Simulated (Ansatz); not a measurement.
System: rhombohedral A7 As. Method: LDA (Ansatz, an electronic-structure program, plane waves, PAW).

Numerical settings: plane-wave cutoff 520 eV, 18×18×18 k mesh, Fermi–Dirac smearing 0.05 eV, scalar-relativistic PAW data made under PBE.

Starting structure:

```xyz
2
Lattice="1.8800 1.0854 3.5167 -1.8800 1.0854 3.5167 0.0000 -2.1708 3.5167" Properties=species:S:1:pos:R:3 pbc="T T T"
As     0.0000     0.0000     2.3949
As     0.0000     0.0000     8.1552
```

Into what structure does the relaxation of cell and atoms lead at this level, with the symmetry of the start kept?

The volume decreases by 5.3 %; final space group R-3m.
```xyz
2
Lattice="1.8799 1.0854 3.3293 -1.8799 1.0854 3.3293 0.0000 -2.1707 3.3293" Properties=species:S:1:pos:R:3 pbc="T T T"
As     0.0000     0.0000     2.3025
As     0.0000     0.0000     7.6855
```
